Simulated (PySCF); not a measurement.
Which basis set comes closest?

Molecule: `O=C=O`, CO₂.

Structure with atom numbers: `[O:1]=[C:2]=[O:3]`.

Geometry PBE0-D3(BJ)/def2-SVP throughout; GIAO in PySCF 2.14.0 with density-fitted response routines, gas phase, one conformer, non-relativistic; equivalent atoms averaged; functional PBE0.

Reference values (CCSD(T)/cc-pVQZ; gas (isolated, no vibration); M. Maurer, PhD thesis, LMU Munich (Maurer, Ochsenfeld, JCTC 2015 SI; set of Flaig et al., JCTC 2014, 10, 572)): δ(C2) = 132.8 ppm, δ(O1/O3) = 107.9 ppm vs H2O (same level). Computed shifts are taken against TMS, H2O, calculated as an isolated molecule at each level.

How do the basis sets STO-3G, 6-31G, pcSseg-0, 6-31G*, def2-SVP, cc-pVDZ, pcSseg-1, aug-cc-pVDZ, 6-311+G(2d,p), cc-pVTZ, def2-TZVP, IGLO-III, pcSseg-2, pcSseg-3 perform against the reference? Times are CPU seconds on shared hosts with different chips, so compare them loosely.

Results:


```tsv
basis set	functions	C2	O1/O3	abs. error C	abs. error O	core-s
STO-3G	15	90.4	94.1	42.4	13.8	0.46
6-31G	27	121.7	106.0	11.1	1.9	1.1
pcSseg-0	27	138.7	139.2	5.9	31.3	2.8
6-31G*	42	115.0	92.8	17.8	15.1	1.3
def2-SVP	42	118.9	111.1	13.9	3.2	1.2
cc-pVDZ	42	119.6	112.4	13.2	4.5	3.8
pcSseg-1	51	131.7	124.6	1.1	16.7	3
aug-cc-pVDZ	69	126.6	105.8	6.2	2.1	3.5
6-311+G(2d,p)	81	130.1	108.3	2.7	0.4	2.3
cc-pVTZ	90	128.8	118.8	4.0	10.9	6.2
def2-TZVP	93	128.9	116.8	3.9	8.9	2.7
IGLO-III	105	131.2	112.9	1.6	5.0	6.6
pcSseg-2	108	132.5	115.1	0.3	7.2	2.3
pcSseg-3	216	132.8	113.2	0.0	5.3	19
```

For 13C the closest is pcSseg-3 (0.0 ppm) and the furthest STO-3G (42.4 ppm).

For 17O the closest is 6-311+G(2d,p) (0.4 ppm) and the furthest pcSseg-0 (31.3 ppm). Where a smaller basis beats a larger one, errors probably cancel; the largest sets show where the functional converges. One molecule is a small sample, and the reference may use another geometry.

A small basis that lands close on one nucleus may do so by chance; judge by the trend and by all nuclei.
